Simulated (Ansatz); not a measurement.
## Structure relaxation of Sr3Fe

These are results of DFT PBE, scalar-relativistic, plane waves, PAW (Ansatz 0.2.0), not measurements. Cutoff 420 eV, Γ-centred k mesh, Gaussian smearing, collinear spin, first started from parallel moments.

Sr3Fe was placed on the Cu3Au (L1_2) structure type (Pm-3m, No. 221), with Fe in place of Au, Sr in place of Cu, at a guessed volume.

```
Sr Fe
1.0
     4.73535    0.00000    0.00000
     0.00000    4.73535    0.00000
     0.00000    0.00000    4.73535
Sr Fe
3 1
Direct
  0.00000 0.50000 0.50000
  0.50000 0.00000 0.50000
  0.50000 0.50000 0.00000
  0.00000 0.00000 0.00000
```

Steps on the 4×4×4 mesh (4 atoms). 7 of 7 steps are shown, and the free energy counts from the last. Trial steps that were taken back and renewals of the plane-wave basis can be among the rows.

| step | ΔF (meV/atom) | V (Å³/atom) | P (GPa) |
| --- | --- | --- | --- |
| 1 | 331.0 | 26.55 | 10.50 |
| 2 | 132.1 | 30.62 | 5.42 |
| 3 | 33.4 | 35.09 | 1.78 |
| 4 | 19.4 | 37.79 | -0.09 |
| 5 | 3.3 | 37.79 | 0.73 |
| 6 | 0.1 | 38.93 | 0.22 |
| 7 | 0.0 | 38.93 | 0.21 |

A final relaxation ran on a 10×10×10 mesh. The relaxed crystal, Pm-3m (No. 221):

Space group Pm-3m (No. 221). a = 5.380 Å, b = 5.380 Å, c = 5.380 Å, α = 90.00°, β = 90.00°, γ = 90.00°
```json
{"atom": "Sr", "site": "3c", "symmetry": "4/mm.m", "x": "0.0000", "y": "0.5000", "z": "0.5000"}
{"atom": "Fe", "site": "1a", "symmetry": "m-3m", "x": "0.0000", "y": "0.0000", "z": "0.0000"}
```

- Volume per atom: 38.93 Å³
- Density: 3.40 g/cm³
- Energy over the elements: 0.62 eV/atom
- Gap on the 10×10×10 mesh: 0 eV (a metal)
- Net moment per atom: 0.65 μB
- Largest site moment: 3.11 μB

Energies over the elements count from the elements' standard structures at the same level, with no empirical corrections.

The final run used a 10×10×10 mesh on its 4-atom cell and 0.10 eV smearing. For metals, differences of a few meV/atom aren't resolved.

Symmetry constrained the relaxation, so the result can be a saddle point.

Cost: 3 runs of about 2.6 core-minutes in all, on Arm Neoverse V1 (shared hosts).